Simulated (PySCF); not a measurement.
Compound: H₃O₄P.
SMILES with atom numbers: `[O:1]=[P:2]([OH:3])([OH:4])[OH:5]` (hydrogens: H6 on O3; H7 on O4; H8 on O5)

The same species was optimised twice, with GFN2-xTB and with PBE0-D3(BJ)/def2-SVP (PySCF), and the same property calculations (PySCF, gas phase) were run on both structures.

```tsv
coordinate	GFN2-xTB	PBE0-D3(BJ)/def2-SVP	change
P2–O5 (Å)	1.578	1.600	+0.022
O1=P2 (Å)	1.456	1.471	+0.015
P2–O3 (Å)	1.601	1.613	+0.012
O3–H6 (Å)	0.955	0.966	+0.011
O4–H7 (Å)	0.955	0.965	+0.010
O5–H8 (Å)	0.957	0.965	+0.008
P2–O4 (Å)	1.607	1.611	+0.004
P2–O5–H8 (°)	110.7	113.5	+2.8
O1–P2–O5 (°)	116.6	114.9	-1.7
O1–P2–O4 (°)	114.0	115.6	+1.6
P2–O4–H7 (°)	108.7	109.9	+1.2
O3–P2–O4 (°)	103.2	102.1	-1.1
O1–P2–O3 (°)	115.3	116.2	+0.9
P2–O3–H6 (°)	109.2	110.1	+0.9
O3–P2–O5 (°)	102.3	102.7	+0.4
```

Rotational constants: A = 4637, B = 4517, C = 4364 MHz (GFN2-xTB) against A = 4529, B = 4421, C = 4323 MHz (PBE0-D3(BJ)/def2-SVP).

On the GFN2-xTB structure: HOMO (eV) -8.86 [PBE0/pcSseg-1]; LUMO (eV) 0.41 [PBE0/pcSseg-1]; dipole (D) 2.56 [PBE0/pcSseg-1]; GIAO shielding of O1 (ppm) 194.4 [PBE0/pcSseg-1]; GIAO shielding of P2 (ppm) 318.4 [PBE0/pcSseg-1]; GIAO shielding of O3/O4/O5 (mean) (ppm) 229.8 [PBE0/pcSseg-1].

Task: What do these properties become on the PBE0-D3(BJ)/def2-SVP structure?

Result: 
| property | level | on GFN2-xTB | on PBE0-D3(BJ)/def2-SVP | change |
| --- | --- | --- | --- | --- |
| HOMO (eV) | PBE0/pcSseg-1 | -8.86 | -8.88 | -0.02 |
| LUMO (eV) | PBE0/pcSseg-1 | 0.41 | 0.34 | -0.07 |
| dipole (D) | PBE0/pcSseg-1 | 2.56 | 2.38 | -0.18 |
| energy, GFN2-xTB geometry as zero (kcal/mol) | PBE0/pcSseg-1 | 0.0 | -0.9 | -0.9 |
| GIAO shielding of O1 (ppm) | PBE0/pcSseg-1 | 194.4 | 186.7 | -7.7 |
| GIAO shielding of P2 (ppm) | PBE0/pcSseg-1 | 318.4 | 312.8 | -5.6 |
| GIAO shielding of O3/O4/O5 (mean) (ppm) | PBE0/pcSseg-1 | 229.8 | 224.0 | -5.8 |

The heavy atoms differ by 0.021 Å rms after alignment. Among all bonds P2–O5 changes most (+0.022 Å). Changes are differences of the printed values. Neither structure is proved a minimum here.

Conformer computed: `[O:1]=[P:2]([OH:3])([OH:4])[OH:5]`: H–O3–P2–O1 0°, H–O4–P2–O1 1°, H–O5–P2–O1 172°.
